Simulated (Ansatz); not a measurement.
Relaxation of C4H4O (9 atoms, charge 0, multiplicity 1), to a largest force component of 0.02 eV/Å in at most 50 steps.

The calculation used Ansatz 0.2.0, UKS B3LYP-D4/def2-SVP.

```xyz
9
Properties=species:S:1:pos:R:3
C 1.671 1.218 -0.669
C 0.905 0.356 -0.306
C 0.019 -0.693 0.137
C -1.446 -0.185 0.407
O -1.819 0.957 0.342
H 2.326 1.974 -1.013
H -0.077 -1.441 -0.631
H 0.397 -1.144 1.029
H -2.102 -0.983 0.774
```

Problem. Where does it end, and by what steps?

Solution. The run converged. After 7 steps the energy has fallen by 0.114 eV; H8 moved furthest, 0.04 Å.

```
step  energy less start (eV)  largest force component (eV/Å)  accepted
   0                  0.0000                           1.703       yes
   1                  0.1282                           2.605        no
   2                 -0.0547                           1.212       yes
   3                 -0.1071                           0.312       yes
   4                 -0.1123                           0.183       yes
   5                 -0.1133                           0.051       yes
   6                 -0.1136                           0.031       yes
   7                 -0.1140                           0.020       yes
```

```xyz
9
Properties=species:S:1:pos:R:3
C 1.678 1.233 -0.687
C 0.919 0.368 -0.317
C -0.008 -0.663 0.129
C -1.423 -0.182 0.432
O -1.811 0.949 0.340
H 2.355 1.999 -1.016
H -0.096 -1.473 -0.620
H 0.363 -1.164 1.045
H -2.104 -1.011 0.763
```

Whether the end is a true minimum wasn't checked by a vibrational analysis.

The run took 21 s on 2 threads of Arm Neoverse V2, on a shared host, peak memory 0.22 GiB.
